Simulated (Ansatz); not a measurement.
Cost and result for the atomization energy of AlH₂O₂, SMILES `[OH][Al][OH]` radical (5 atoms, 4 bonds).

The species carries charge 0 and has multiplicity 2. Geometry: relaxed with PBE0-D4/def2-TZVP. It is one conformer, not always the lowest. Program: Ansatz. All runs use 2 threads of a server CPU on a shared host. Times are those of one run each, without the atoms' runs, and a repeat can differ threefold. Electronic energies, without spin–orbit coupling; frozen cores. CCSD(T)/CBS adds CCSD(T) − MP2 in def2-TZVPP to the MP2 limit, and its time is that of the two runs behind it. T1 = 0.016; ⟨S²⟩ of the reference is 0.75. B3LYP takes the VWN-RPA correlation (the form of Gaussian; ORCA's B3LYP/G). HSE06 is the plane-wave form, built on full-range PBE exchange.

CCSD(T)/CBS is a level of theory with its own doubt, some kJ/mol a heavy atom from the limit and from the frozen cores, so smaller differences don't rank the functionals.

```csv
level,functions,wall time
LDA (SPW92)/def2-TZVPP,132,1.4 s
CCSD(T)/def2-SVP,56,2.2 s
BLYP-D4/def2-TZVPP,132,2.8 s
PBE-D4/def2-TZVPP (with forces),132,3.2 s
HSE06-D4/def2-TZVPP,132,3.5 s
B3LYP-D4/def2-TZVPP (with forces),132,3.8 s
CAM-B3LYP-D4/def2-TZVPP,132,3.9 s
PBE-QIDH/def2-TZVPP,132,4.4 s
B2PLYP/def2-TZVPP,132,4.9 s
ωB97X-V/def2-TZVPP,132,10 s
MP2/def2-QZVPP,244,11 s
CCSD(T)/def2-TZVPP,132,46 s
CCSD(T)/CBS(def2),–,57 s
```

Question: What atomization energy does each give, and how far from CCSD(T)/CBS? (Estimate.)

Answer: Computed: 
```tsv
level	atomization (kJ/mol)	difference from CCSD(T)/CBS	per bond
LDA (SPW92)/def2-TZVPP	2072.9	269.8	67.5
CCSD(T)/def2-SVP	1631.6	-171.5	-42.9
BLYP-D4/def2-TZVPP	1793.5	-9.6	-2.4
PBE-D4/def2-TZVPP (with forces)	1818.8	15.7	3.9
HSE06-D4/def2-TZVPP	1758.7	-44.4	-11.1
B3LYP-D4/def2-TZVPP (with forces)	1774.5	-28.6	-7.1
CAM-B3LYP-D4/def2-TZVPP	1792.3	-10.8	-2.7
PBE-QIDH/def2-TZVPP	1756.8	-46.3	-11.6
B2PLYP/def2-TZVPP	1771.0	-32.1	-8.0
ωB97X-V/def2-TZVPP	1779.4	-23.7	-5.9
MP2/def2-QZVPP	1857.7	54.6	13.7
CCSD(T)/def2-TZVPP	1739.2	-63.9	-16.0
CCSD(T)/CBS(def2)	1803.1	0.0	0.0
```

In def2-TZVPP, CCSD(T) changes the Hartree–Fock value by +507.1 kJ/mol (the triples alone add +32.7 kJ/mol) and MP2 by +586.6 kJ/mol; breaking electron pairs costs correlation energy, which Hartree–Fock lacks. From PBE to PBE0 (25 % exact exchange), in def2-TZVPP and without D4, the atomization energy moves by −60.4 kJ/mol: exact exchange takes away binding that semilocal exchange gives to molecules. Leaving LDA and LC-ωPBE aside and taking each functional with its dispersion term where it has one, the values, not all of them listed here, spread over 130.0 kJ/mol, from BHLYP-D4 to PBE-D4. LDA lies +260.5 kJ/mol from PBE without D4, its usual overbinding.
